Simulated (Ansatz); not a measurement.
# GeBr2: structure and electronic state

What does GeBr2 look like as a singlet, and where do its frontier electrons sit?

The runs use Ansatz 0.2.0, Gaussian basis; RKS PBE0-D4/def2-TZVP.

The runs, in order: relaxation at PBE0-D4/def2-TZVP; a search for the lowest solution at PBE0-D4/def2-SVP; a single point at PBE0-D4/def2-TZVP.

### 1 Where the work starts

3 atoms, charge 0, spin multiplicity 1.

Atoms are counted from 1 here; the program's logs count them from 0.

Bond lengths: Ge1–Br2 2.363 Å, Ge1–Br3 2.362 Å. Angles: Br2–Ge1–Br3 100.8°.

The start is a GFN2-xTB geometry.

### 2 Relaxation at PBE0-D4/def2-TZVP

File in.yaml:

```yaml
crystal:
  periodic: [false, false, false]
  atoms:
    - {symbol: Ge, position_ang: [0.005460, -0.007060, -1.003790]}
    - {symbol: Br, position_ang: [1.817660, -0.019230, 0.512170]}
    - {symbol: Br, position_ang: [-1.823110, 0.026290, 0.491630]}
basis:
  gaussian: {orbitals: def2-TZVP}
hamiltonian: {xc: pbe0, dispersion: d4}
scf: {lower_state_search: "off"}
output: {orbitals: {seedname: orbitals}}
relax: {f_tol: 0.02, max_steps: 100}
```

Started as:

```sh
$ ansatz run in.yaml --threads 4 --pin off --events-out ev --progress --plain --max-ram 3916MiB
```

Further steps of the session: Searching for the lowest solution, PBE0-D4/def2-SVP; Single point, PBE0-D4/def2-TZVP.

Q: Predict the results of all the runs planned. Wanted: point group; commonest bond; HOMO, LUMO at PBE0-D4/def2-TZVP; dipole at PBE0-D4/def2-TZVP.

The runs gave:

| quantity | value |
| --- | --- |
| point group | C2v |
| commonest bond | Br–Ge, 2 of mean length 2.341 Å |
| HOMO, LUMO at PBE0-D4/def2-TZVP | -7.79, -3.22 eV |
| dipole at PBE0-D4/def2-TZVP | 1.81 D |

What this shows: The molecule keeps its bonding pattern by the stored test; the atoms moved 0.01 Å (rms). No usable vibrations, so a minimum isn't proven.
